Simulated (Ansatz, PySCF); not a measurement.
How well does each level of theory give the bulk modulus B0 of zinc-blende AlAs?

Reference value: 75 GPa (measured, 0 K value with the zero-point phonon effect removed; as tabulated in Mejia-Rodriguez and Trickey (2018), arXiv:1807.09216).

| level (code) | value (GPa) | cell (Å³/atom) |
|---|---|---|
| LDA (Ansatz) | 75.5 | 22.30 |
| PBE (Ansatz) | 67.1 | 23.50 |
| PBE-D3(BJ) (Ansatz) | 73.0 | 22.72 |
| B3LYP (VWN-RPA form) (Ansatz) | ? | 23.57 |
| HSE06-D3(BJ) (Ansatz) | ? | 22.12 |
| Hartree–Fock (Ansatz) | 80.9 | 23.70 |
| CCSD(T) (PySCF) | 77.6 ± 2 | 22.46 |

Some entries are withheld; supply them.


- B3LYP (VWN-RPA form) (Ansatz, an electronic-structure program), value (GPa): 69.0
- HSE06-D3(BJ) (Ansatz), value (GPa): 82.4

Errors against the reference: LDA +0.7 %, PBE -10.5 %, PBE-D3(BJ) -2.7 %, B3LYP (VWN-RPA form) -8.0 %, HSE06-D3(BJ) +9.9 %, Hartree–Fock +7.9 %, CCSD(T) +3.5 %.

Once the reference is moved by up to 5.0 % (a margin picked here for doubts on the reference and the settings) and values within 1.7 % count as equal, the nearest can be LDA (+0.7 %), PBE-D3(BJ) (-2.7 %), CCSD(T) (+3.5 %), Hartree–Fock (+7.9 %) or B3LYP (VWN-RPA form) (-8.0 %). By the same margin the farthest can be PBE (-10.5 %) or HSE06-D3(BJ) (+9.9 %).

A ± on a computed value is a rough bar: the spread of its extrapolation, a floor set from checks against published values, or a statistical error. Each level is taken at its own relaxed cell. Cutoffs and k meshes differ between the levels. Ansatz's density-functional and Hartree–Fock values are scalar-relativistic unless marked +SOC, with PAW data made under PBE.

Differences are worked out from the printed values.
